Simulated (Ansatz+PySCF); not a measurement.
The numbers below are computed, except where a source is named.
## Ansatz (development build ahead of 0.2.0) run

```yaml
crystal:
  periodic: [false, false, false]
  atoms:
    - { symbol: "N", position_ang: [0.0, 0.0, 0.12158] }
    - { symbol: H, position_ang: [1.12302, 0.0, -0.36475] }
    - { symbol: H, position_ang: [-0.46792, 0.81047, -0.2837] }
    - { symbol: H, position_ang: [-0.46792, -0.81047, -0.2837] }
basis:
  gaussian: { orbitals: "6-31G" }
hamiltonian:
  xc: pbe0
output:
  forces: true
```

The input is written out in the form of the current development build from the run's settings.

Results

```json
{
 "Converged": "yes",
 "Total energy": "-56.43491 hartree",
 "Spin squared of the determinant": "0.000",
 "Stability test": "minimum among restricted orbitals"
}
```

Forces (eV/Å):
```csv
atom,Fx,Fy,Fz
N1,4.130,0.000,-2.215
H2,-4.341,0.000,1.925
H3,0.105,0.343,0.145
H4,0.105,-0.343,0.145
```
